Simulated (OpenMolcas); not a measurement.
# A workflow on O2S (sulfur dioxide)

We compute a single-point energy (singlet O2S, HF/ANO-S-MB), then a single-point energy (singlet O2S, CASSCF(18,12)/ANO-S-VDZP), then a single-point energy (singlet O2S, CASPT2(18,12)/ANO-S-VDZP), then a single-point energy (singlet O2S, CASPT2(18,12)/ANO-S-VDZP) of O2S and its partners. 

The results are computed with OpenMolcas 26.06.

### Step 1. The system as given

O2S: 3 atoms, total charge 0, spin state singlet. SMILES: `O=S=O`. Geometry: relaxed at PBE0-D4/def2-TZVP.

Bond lengths: O1–S2 1.431 Å, S2–O3 1.431 Å. Angles: O1–S2–O3 118.9°.

### Step 2. The energy at HF/ANO-S-MB (run 1)

step1.inp reads:

```
* O2S Hartree-Fock

&gateway
  coord
  3
  bohr
  O     -1.84138693     1.22057410    -0.86834805
  S      0.50931899     0.67535032     0.35298194
  O      1.33206795    -1.89592443     0.51536611
  basis=ANO-S-MB
  group=NoSym

&seward

&scf
  prorbitals=1 1
```

Launch:

```
$ export MOLCAS_MEM=1860
$ pymolcas step1.inp > step1.log
```

Output, cut to the lines that bear on the results:

```text
--- Start Module: gateway ---
[...]
--- Stop Module: gateway /rc=_RC_ALL_IS_WELL_ ---
--- Start Module: seward ---
[...]
      Basis functions           19
--- Stop Module: seward /rc=_RC_ALL_IS_WELL_ ---
--- Start Module: scf ---
[...]
       Convergence after  10 Iterations
[...]
::    Total SCF energy                               -546.6900800784
[...]
      Total spin, S                                     0.0000000000
[...]
      Total electronic charge=   32.000000
      Total            charge=   -0.000000
[...]
      Dipole Moment (debye):
      Origin of the operator (angstrom)=    0.0673    0.0893    0.0467
                   X=  1.1755E+00               Y=  1.5587E+00               Z=  8.1466E-01           Total=  2.1154E+00
      Quadrupole Moment (debye*angstrom):
[...]
--- Stop Module: scf /rc=_RC_ALL_IS_WELL_ ---
[...]
```

Run time: 1.8 s. Hardware: 1 thread of Arm Neoverse V1, shared host; peak memory 0.37 GiB.

### Step 3. The energy at CASSCF(18,12)/ANO-S-VDZP (RICD fitting) (run 2)

step2.inp reads:

```
>>> EXPORT MOLCAS_PRINT=2

&GATEWAY
 Coord
 3
 bohr
 O     -1.84138693     1.22057410    -0.86834805
 S      0.50931899     0.67535032     0.35298194
 O      1.33206795    -1.89592443     0.51536611
 Basis
 ANO-S-MB
 Group
 NoSym

&SEWARD

&RASSCF
 FileOrb
 $CurrDir/step1.ScfOrb
 Spin
 1
 Nactel
 18 0 0
 Inactive
 7
 Ras2
 12
 OrbListing
 Nothing
>>> COPY $Project.RunFile RUNFIL1
>>> COPY $Project.RasOrb INPORB

&GATEWAY
 Coord
 3
 bohr
 O     -1.84138693     1.22057410    -0.86834805
 S      0.50931899     0.67535032     0.35298194
 O      1.33206795    -1.89592443     0.51536611
 Basis
 ANO-S-VDZP
 Group
 NoSym
 RICD

&SEWARD
>>> COPY $Project.RunFile RUNFIL2

&EXPBAS

&RASSCF
 FileOrb
 $Project.ExpOrb
 Spin
 1
 Nactel
 18 0 0
 Inactive
 7
 Ras2
 12
 OrbListing
 Nothing
 OrbAppear
 Compact
```

Launch:

```
$ export MOLCAS_MEM=1860
$ pymolcas step2.inp > step2.log
```

Output, cut to the lines that bear on the results:

```text
--- Start Module: gateway ---
[...]
--- Stop Module: gateway /rc=_RC_ALL_IS_WELL_ ---
[...]
      Basis functions           19
[...]
      Number of active orbitals                 12
[...]
      Spin quantum number                      0.0
[...]
      Active orbitals                           12
[...]
      Number of CSFs                         15730
[...]
      Number of root(s) required                 1
[...]
      Convergence after  5 iterations
[...]
      printout of CI-coefficients larger than  0.05 for root  1
      energy=    -546.879844
      conf/sym  111111111111     Coeff  Weight
             1  222222222000   0.92103 0.84830
             5  222222220200  -0.25596 0.06552
            16  222222u2dud0  -0.09826 0.00966
            21  222222u2udd0  -0.10442 0.01090
            36  222222022020  -0.06683 0.00447
            55  2222222udu0d  -0.07952 0.00632
[...]
      Natural orbitals and occupation numbers for root  1
      sym 1:   1.998604   1.998170   1.996828   1.988348   1.976623   1.989478   1.951389   1.961904   1.814729   0.212994
               0.063068   0.047864
[...]
::    RASSCF root number  1 Total energy:   -546.87984381
[...]
      Basis functions           46
[...]
--- Start Module: expbas ---
[...]
--- Stop Module: expbas /rc=_RC_ALL_IS_WELL_ ---
--- Start Module: rasscf ---
[...]
      Convergence after 12 iterations
[...]
      Natural orbitals and occupation numbers for root  1
      sym 1:   1.999105   1.999044   1.995687   1.986873   1.976649   1.988517   1.968209   1.975704   1.933899   0.093370
               0.046535   0.036407
[...]
::    RASSCF root number  1 Total energy:   -547.37644642
[...]
      Total electronic charge=   32.000000
      Total            charge=   -0.000000
[...]
      Dipole Moment (debye):
      Origin of the operator (angstrom)=    0.0673    0.0893    0.0467
                   X=  9.1256E-01               Y=  1.2100E+00               Z=  6.3244E-01           Total=  1.6422E+00
      Quadrupole Moment (debye*angstrom):
[...]
--- Stop Module: rasscf /rc=_RC_ALL_IS_WELL_ ---
[...]
```

Wall time 25 s (1 thread of Arm Neoverse V1, shared host); peak memory 0.37 GiB.

### Step 4. The energy at CASPT2(18,12)/ANO-S-VDZP (RICD fitting, ipea shift 0.25 Eh, pt2 variant SS) (run 3)

step3.input reads:

```
* O2S CASPT2

&gateway
 coord
 3
 bohr
 O     -1.84138693     1.22057410    -0.86834805
 S      0.50931899     0.67535032     0.35298194
 O      1.33206795    -1.89592443     0.51536611
 basis = ANO-S-VDZP
 group = NoSym
 ricd

&seward

&rasscf
 fileorb = $CurrDir/step2.RasOrb
 spin = 1
 nactel = 18 0 0
 inactive = 7
 ras2 = 12
 orblisting = Nothing
 orbappear = Compact

&caspt2
 imaginary = 0.2
```

Launch:

```
$ export MOLCAS_MEM=1860
$ pymolcas step3.input > step3.log
```

Output, cut to the lines that bear on the results:

```text
--- Start Module: gateway ---
[...]
--- Stop Module: gateway /rc=_RC_ALL_IS_WELL_ ---
[...]
      Basis functions           46
[...]
--- Start Module: rasscf ---
[...]
      Number of active orbitals                 12
[...]
      Spin quantum number                      0.0
[...]
      Active orbitals                           12
[...]
      Number of CSFs                         15730
[...]
      Number of root(s) required                 1
[...]
      Convergence after  7 iterations
[...]
      printout of CI-coefficients larger than  0.05 for root  1
      energy=    -547.376446
      conf/sym  111111111111     Coeff  Weight
             1  222222222000   0.95709 0.91602
             5  222222220200  -0.13167 0.01734
            16  222222u2dud0  -0.07523 0.00566
            21  222222u2udd0  -0.09508 0.00904
            36  222222022020  -0.05946 0.00354
            55  2222222udu0d  -0.05655 0.00320
[...]
      Natural orbitals and occupation numbers for root  1
      sym 1:   1.999105   1.999044   1.995688   1.986874   1.976650   1.988518   1.968213   1.975704   1.933902   0.093365
               0.046532   0.036406
[...]
::    RASSCF root number  1 Total energy:   -547.37644642
[...]
      Total electronic charge=   32.000000
      Total            charge=   -0.000000
[...]
      Dipole Moment (debye):
      Origin of the operator (angstrom)=    0.0673    0.0893    0.0467
                   X=  9.1256E-01               Y=  1.2100E+00               Z=  6.3244E-01           Total=  1.6422E+00
      Quadrupole Moment (debye*angstrom):
[...]
--- Stop Module: rasscf /rc=_RC_ALL_IS_WELL_ ---
[...]
--- Start Module: caspt2 ---
[...]
      E2 (Variational):          -0.3806771198
      Total energy:            -547.7571235349
[...]
      Reference weight:           0.89638
[...]
::    CASPT2 Root  1     Total energy:   -547.75712353
[...]
--- Stop Module: caspt2 /rc=_RC_ALL_IS_WELL_ ---
[...]
```

Run time: 32 s. Hardware: 1 thread of Arm Neoverse V1, shared host; peak memory 0.1 GiB.

### Step 5. The distorted shape: the energy at CASPT2(18,12)/ANO-S-VDZP (RICD fitting, ipea shift 0.25 Eh, pt2 variant SS) (run 4)

step4.inp reads:

```
>>> EXPORT MOLCAS_PRINT=2

&GATEWAY
  Coord
  3
  angstrom
  O       -2.840329       1.078680      -1.428960
  S        0.269520       0.357380       0.186790
  O        0.704900      -1.003280       0.272720
  Basis
  ANO-S-VDZP
  Group
  NoSym
  RICD

&SEWARD

&RASSCF
  FileOrb
  $CurrDir/step2.RasOrb
  Spin
  1
  Nactel
  18 0 0
  Inactive
  7
  Ras2
  12
  OrbListing
  Nothing
  OrbAppear
  Compact

&CASPT2
  Imaginary
  0.2
```

Launch:

```
$ export MOLCAS_MEM=1860
$ pymolcas step4.inp > step4.log
```

Output:

```text
--- Start Module: gateway ---

                                              &GATEWAY

                       available to each process: 1.9 GB of memory, 1 thread

++    Symmetry information:
      ---------------------

                    Character Table for C1

                             E
                    a        1  x, y, xy, Rz, z, xz, Ry, yz, Rx, I
--

++    Basis set information:
      ----------------------

      Basis set label: O.ANO-S...3S2P1D.

      Electronic valence basis set:
      ------------------
      Associated Effective Charge   8.000000 au
      Associated Actual Charge      8.000000 au
      Nuclear Model: Point charge

      Shell  nPrim  nBasis  Cartesian Spherical Contaminant
         s      10       3        X
         p       6       2        X
         d       3       1                 X

      Basis set label: S.ANO-S...4S3P1D.

      Electronic valence basis set:
      ------------------
      Associated Effective Charge  16.000000 au
      Associated Actual Charge     16.000000 au
      Nuclear Model: Point charge

      Shell  nPrim  nBasis  Cartesian Spherical Contaminant
         s      13       4        X
         p      10       3        X
         d       4       1                 X

      Basis set label: O.ANO-S...3S2P1D.

      Electronic valence basis set:
      ------------------
      Associated Effective Charge   8.000000 au
      Associated Actual Charge      8.000000 au
      Nuclear Model: Point charge

      Shell  nPrim  nBasis  Cartesian Spherical Contaminant
         s      10       3        X
         p       6       2        X
         d       3       1                 X
--

++    Molecular structure info:
      -------------------------

                    ************************************************
                    **** Cartesian Coordinates / bohr, angstrom ****
                    ************************************************

     Center  Label                x              y              z                     x              y              z
        1      O1              -5.367444       2.038410      -2.700343             -2.840329       1.078680      -1.428960
        2      S2               0.509319       0.675350       0.352982              0.269520       0.357380       0.186790
        3      O3               1.332068      -1.895924       0.515366              0.704900      -1.003280       0.272720

                    ***************************************
                    *    InterNuclear Distances / bohr    *
                    ***************************************

               1 O1            2 S2            3 O3
    1 O1       0.000000
    2 S2       6.761440        0.000000
    3 O3       8.408521        2.704577        0.000000

                    *******************************************
                    *    InterNuclear Distances / angstrom    *
                    *******************************************

               1 O1            2 S2            3 O3
    1 O1       0.000000
    2 S2       3.578000        0.000000
    3 O3       4.449598        1.431201        0.000000
--

            Nuclear Potential Energy             73.86937989 au

--- Stop Module: gateway /rc=_RC_ALL_IS_WELL_ ---

--- Start Module: seward ---

                                              &SEWARD

                       available to each process: 1.9 GB of memory, 1 thread

               SEWARD will generate:
                  Multipole Moment integrals up to order  2
                  Kinetic Energy integrals
                  Nuclear Attraction integrals (point charge)
                  One-Electron Hamiltonian integrals
                  Velocity integrals
                  Orbital angular momentum around ( -0.7545   0.3732  -0.3700 )
                  Velocity quadrupole around ( -0.7545   0.3732  -0.3700 )
                  RI decomposed two-electron repulsion integrals stored Cholesky style
                   - acCD auxiliary basis
                   - CD Threshold:   1.00E-04

                   Integrals are discarded if absolute value <: 1.00E-14
                   Integral cutoff threshold is set to       <: 1.00E-16

            Nuclear Potential Energy             73.86937989 au

      Basis set specifications :
      Symmetry species         a
      Basis functions           46

--- Stop Module: seward /rc=_RC_ALL_IS_WELL_ ---

--- Start Module: rasscf ---

                                              &RASSCF

                       available to each process: 1.9 GB of memory, 1 thread

      Header of the ONEINT file:
      --------------------------

      OrdInt status: non-squared

      Cartesian coordinates in angstrom:
      -----------------------------------------------------
      No.  Label        X            Y            Z
      -----------------------------------------------------
       1   O1        -2.84032900   1.07868000  -1.42896000
       2   S2         0.26952000   0.35738000   0.18679000
       3   O3         0.70490000  -1.00328000   0.27272000
      -----------------------------------------------------
      Nuclear repulsion energy =   73.86937989

++    Wave function specifications:
      -----------------------------

      Number of closed shell electrons          14
      Number of electrons in active shells      18
      Max number of holes in RAS1 space          0
      Max nr of electrons in RAS3 space          0
      Number of inactive orbitals                7
      Number of active orbitals                 12
      Number of secondary orbitals              27
      Spin quantum number                      0.0
      State symmetry                             1
--

++    Orbital specifications:
      -----------------------

      Symmetry species                           1
                                                 a
      Frozen orbitals                            0
      Inactive orbitals                          7
      Active orbitals                           12
      RAS1 orbitals                              0
      RAS2 orbitals                             12
      RAS3 orbitals                              0
      Secondary orbitals                        27
      Deleted orbitals                           0
      Number of basis functions                 46
--

++    CI expansion specifications:
      ----------------------------

      Number of CSFs                         15730
      Number of spin combinations            24310
      Number of determinants                 48400
      Number of root(s) required                 1
      Root chosen for geometry opt.              1
      CI root used                               1

      highest root included in the CI            1
      max. size of the explicit Hamiltonian    200
--

++    Optimization specifications:
      ----------------------------

      RASSCF algorithm: LK RI/DF
      Maximum number of macro iterations       200
      Maximum number of SX iterations          100
      Threshold for RASSCF energy            1.000E-08
      Threshold for max MO rotation          1.000E-01
      Threshold for max BLB element          1.000E-04
      Level shift parameter                  5.000E-01
      Make Quasi-Newton update
--

      The MO-coefficients are taken from the file:
      step2.RasOrb
      Title: RASSCF average (pseudo-natural) orbitals

      Total molecular charge    0.00

      ************************************************************************************************************************
      *                                            Wave function control section                                             *
      ************************************************************************************************************************

                                         RASSCF iterations: Energy and convergence statistics
                                         ----------------------------------------------------

          iter iter root      energy       change     param      element    value   shift minimum  type update hh:mm:ss
 Nr of preliminary CI iterations:  11
        1   1  101    1  -546.90855321    0.00E+00  -1.34E-01*  14  34 1  2.15E-01*  0.00   0.00    SX    NO    0:00:03
        2  10  101    1  -547.19792222   -2.89E-01*  6.45E-02   17  25 1  5.05E-02*  0.00   0.00    SX    NO    0:00:02
        3   4  101    1  -547.21556626   -1.76E-02* -2.59E-02   15  33 1 -1.10E-02*  0.00   0.00    SX    NO    0:00:01
        4   5   73    1  -547.21656084   -9.95E-04* -1.08E-02   13  34 1  3.86E-03*  0.00   0.00    SX    NO    0:00:01
        5   7   70    1  -547.21671786   -1.57E-04* -8.87E-03   15  34 1  1.67E-03*  0.00   0.99    QN   YES    0:00:01
        6  16   68    1  -547.21676337   -4.55E-05*  8.57E-03    3  18 1 -1.86E-03*  0.00   1.17    QN   YES    0:00:03
        7  18   67    1  -547.21678006   -1.67E-05* -2.20E-03    3  15 1 -1.48E-03*  0.00   1.15    QN   YES    0:00:03
        8  15   65    1  -547.21678848   -8.42E-06* -3.36E-03    3  14 1 -1.42E-03*  0.00   2.50    QN   YES    0:00:02
        9  17   71    1  -547.21680426   -1.58E-05*  1.82E-03    3  18 1 -2.73E-03*  0.00   1.05    QN   YES    0:00:03
       10  13   65    1  -547.21681158   -7.32E-06*  2.67E-03    3  18 1 -2.36E-03*  0.00   2.50    LS   YES    0:00:02
       11  14   68    1  -547.21681633   -4.75E-06*  2.19E-03    3  18 1 -2.57E-03*  0.00   1.24    QN   YES    0:00:02
       12  14   68    1  -547.21682303   -6.70E-06*  4.07E-03    3  18 1 -1.43E-03*  0.00   1.82    QN   YES    0:00:02
       13  13   62    1  -547.21682745   -4.43E-06*  2.36E-03    3  14 1 -1.42E-03*  0.00   1.13    QN   YES    0:00:02
       14  12   63    1  -547.21683012   -2.66E-06*  3.48E-03    3  14 1 -9.32E-04*  0.00   2.50    LS   YES    0:00:02
       15  13   64    1  -547.21683162   -1.50E-06*  5.33E-03    3  14 1 -5.13E-04*  0.00   1.41    QN   YES    0:00:02
       16  13   63    1  -547.21683453   -2.91E-06*  5.83E-03    3  14 1 -7.69E-04*  0.00   1.49    QN   YES    0:00:02
       17  11   61    1  -547.21683702   -2.49E-06*  5.56E-03    3  18 1 -5.65E-04*  0.00   1.59    QN   YES    0:00:02
       18  10   38    1  -547.21683817   -1.15E-06*  7.92E-03    3  18 1 -3.97E-04*  0.00   2.50    LS   YES    0:00:01
       19  11   64    1  -547.21683865   -4.82E-07* -5.00E-03    5  14 1 -5.02E-04*  0.00   0.87    QN   YES    0:00:02
       20   9   59    1  -547.21683962   -9.64E-07*  1.46E-02    2  19 1  2.94E-04*  0.00   2.16    QN   YES    0:00:01
       21  10   61    1  -547.21684105   -1.44E-06*  1.94E-02    5  18 1 -3.89E-04*  0.00   1.43    QN   YES    0:00:02
       22   9   64    1  -547.21684227   -1.21E-06*  3.37E-02    5  18 1 -5.60E-04*  0.00   2.23    QN   YES    0:00:01
       23  10   65    1  -547.21684408   -1.81E-06*  5.59E-02    5  14 1 -6.91E-04*  0.00   2.50    QN   YES    0:00:02
       24  10   74    1  -547.21684708   -3.00E-06*  5.56E-02    5  14 1 -7.40E-04*  0.00   2.50    LS   YES    0:00:02
       25  10   84    1  -547.21684886   -1.78E-06* -7.76E-02    3  14 1  1.06E-03*  0.00   1.85    QN   YES    0:00:02
       26  11   89    1  -547.21685266   -3.79E-06*  1.25E-01*   3  14 1  1.02E-03*  0.00   2.50    QN   YES    0:00:02
       27  12   99    1  -547.21685582   -3.16E-06*  8.44E-02   13  23 1  1.98E-03*  0.00   0.84    QN   YES    0:00:02
[... 16 lines of this table left out ...]
       44  10   60    1  -547.21696644   -1.72E-05*  1.13E-01*   5  18 1  2.74E-03*  0.00   1.53    QN   YES    0:00:02
       45   9  101    1  -547.21697384   -7.40E-06* -6.66E-02    1  16 1 -1.74E-03*  0.00   1.19    QN   YES    0:00:02
       46   9  101    1  -547.21697936   -5.53E-06* -9.79E-02    1  16 1 -1.33E-03*  0.00   1.31    QN   YES    0:00:02
       47   9  101    1  -547.21698401   -4.65E-06*  7.03E-02    1  16 1 -1.82E-03*  0.00   1.46    QN   YES    0:00:02
       48  11  101    1  -547.21698987   -5.86E-06*  7.14E-02    1  36 1  1.64E-03*  0.00   1.40    QN   YES    0:00:02
       49  10  101    1  -547.21699502   -5.15E-06* -6.82E-02    1  16 1 -1.55E-03*  0.00   2.00    QN   YES    0:00:02
       50  10  101    1  -547.21699954   -4.52E-06* -2.48E-02    1  16 1 -1.25E-03*  0.00   1.25    QN   YES    0:00:02
       51   7  101    1  -547.21700155   -2.01E-06*  1.13E-02    1  16 1 -8.51E-04*  0.00   1.21    QN   YES    0:00:01
       52   8  101    1  -547.21700277   -1.22E-06*  1.17E-02    1  16 1 -8.50E-04*  0.00   1.60    QN   YES    0:00:02
       53   9  101    1  -547.21700351   -7.35E-07* -1.59E-02    1  16 1 -7.00E-04*  0.00   1.91    QN   YES    0:00:02
       54  10  101    1  -547.21700412   -6.16E-07*  1.42E-02    5  14 1 -7.87E-04*  0.00   1.74    QN   YES    0:00:02
       55   9  101    1  -547.21700457   -4.47E-07*  1.47E-02    5  14 1 -7.98E-04*  0.00   1.74    QN   YES    0:00:02
       56   8  101    1  -547.21700496   -3.87E-07*  1.06E-02    5  14 1 -5.35E-04*  0.00   1.37    QN   YES    0:00:02
```

Wall time 2.4 min (1 thread of Arm Neoverse V1, shared host).

Time ran out before the run finished.

### Step 6. Overview of the runs

| run | level | integral approximation | active rule | inactive | partner | energy (Eh) | dipole moment (D) of the reference | wall time |
| --- | --- | --- | --- | --- | --- | --- | --- | --- |
| 1 | HF/ANO-S-MB | none | – | – | base | -546.690080 | 2.12 | 1.8 s |
| 2 | CASSCF(18,12)/ANO-S-VDZP (RICD fitting) | RICD | full valence | 7 | base | -547.376446 | 1.64 | 25 s |
| 3 | CASPT2(18,12)/ANO-S-VDZP (RICD fitting, ipea shift 0.25 Eh, pt2 variant SS) | RICD | full valence | 7 | base | -547.757124 | 1.64 | 32 s |
| 4 | CASPT2(18,12)/ANO-S-VDZP (RICD fitting, ipea shift 0.25 Eh, pt2 variant SS) | RICD | full valence | 7 | stretched | timeout | – | 2.4 min |

### Step 7. Results

| quantity | value |
| --- | --- |
| run 3, CASPT2(18,12)/ANO-S-VDZP: total energy | -547.75712 Eh |
| run 3, CASPT2(18,12)/ANO-S-VDZP: dipole moment (CASSCF density) | 1.64 D |

The dipole moment runs from 1.64 D (CASSCF(18,12)/ANO-S-VDZP) to 2.12 D (HF/ANO-S-MB). Basis or surroundings differ between these two runs. All runs together took 3.4 min, the longest 2.4 min. 1 of the 4 runs gave no usable result.
